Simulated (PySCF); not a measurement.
**`COCC[PH-]`: 4 charge schemes on one density**

Compound: C3H8OP (charge -1).
Z-matrix (Å and degrees, GFN2-xTB, dihedral held geometry), rows numbered from 1:
```
C 
O   1  1.3982
C   2  1.4133  1  114.08
C   3  1.5234  2  116.65  1    60.00
P   4  1.8675  3  115.52  2    63.47
H   1  1.0951  2  111.94  3   -69.29
H   1  1.1020  2  111.19  3    52.52
H   1  1.0917  2  106.56  3   171.53
H   3  1.1121  2  108.51  1   -63.69
H   3  1.0920  2  104.26  1  -179.79
H   4  1.0971  3  110.22  2   -62.59
H   4  1.0952  3  107.51  2  -178.69
H   5  1.3574  4   93.45  3   -53.81
```

Density: PBE0/pcSseg-1 (PySCF); schemes: Mulliken, IAO, Hirshfeld and ESP-fitted. The geometry is a constrained GFN2-xTB structure with the dihedral C4–C3–O2–C1 held at 60°, isolated molecule; it need not be a minimum. The pcSseg-1 basis has no diffuse functions, a weakness for an anion. The HOMO energy is positive at this level (+1.48 eV), so the outermost electrons may be held by the finite basis alone.

Atoms with like bonding are taken together and averaged. Do the Mulliken, IAO, Hirshfeld and ESP-fitted schemes agree on where the charge is highest?

The schemes don't all agree: Mulliken C3 (+0.096); IAO H6/H7/H8 (+0.117); Hirshfeld H6/H7/H8 (+0.024); ESP-fitted H11/H12 (+0.173).

For which atoms does the sign change between the 4 schemes (beyond +0.03 e in one, beyond −0.03 e in another)?

C3 and H13.

What partial charge does each atom carry?

In e; atoms taken as equivalent share a row and are averaged (×n: the atom named and its like, n in all):

```tsv
atom	environment	Mulliken	IAO	Hirshfeld	ESP-fitted
C1	methoxy carbon	-0.012	-0.191	-0.053	-0.163
O2	ether oxygen	-0.509	-0.393	-0.154	-0.256
C3	sp3 carbon bound to oxygen	+0.096	-0.050	-0.024	-0.162
C4	sp3 carbon bound to phosphorus	-0.449	-0.427	-0.164	-0.393
P5	phosphorus bonded to C and H	-0.539	-0.622	-0.561	-0.970
H6/H7/H8	methyl hydrogen	+0.076	+0.117	+0.024	+0.092
H9/H10	methylene hydrogen	+0.043	+0.099	-0.001	+0.085
H11/H12	methylene hydrogen	+0.087	+0.107	-0.001	+0.173
H13	P–H hydrogen	-0.074	-0.079	-0.113	+0.153
```

Mean size of the charges over all atoms: ESP-fitted 0.222 e, IAO 0.194 e, Mulliken 0.167 e, Hirshfeld 0.091 e. Each set sums to the total charge, -1, to within 0.001 e. The IAO scheme counts the electrons in orthogonalised intrinsic atomic orbitals, a minimal basis polarised so that it spans the occupied orbitals exactly.

Some averages cover members that differ in this geometry: H11/H12, ESP-fitted +0.102 to +0.244; H9/H10, ESP-fitted +0.040 to +0.129; H9/H10, IAO +0.061 to +0.137; H6/H7/H8, Mulliken +0.045 to +0.102 e.

How many electrons does the Hirshfeld scheme count on C4?

Z − q = 6 − (-0.164) = 6.164.

How closely do the schemes follow one another over all atoms?

Correlation coefficient and root-mean-square difference: Mulliken with IAO 0.94, 0.082 e; Hirshfeld with ESP-fitted 0.92, 0.182 e; IAO with ESP-fitted 0.92, 0.132 e; IAO with Hirshfeld 0.88, 0.131 e; Mulliken with Hirshfeld 0.83, 0.140 e; Mulliken with ESP-fitted 0.82, 0.181 e.
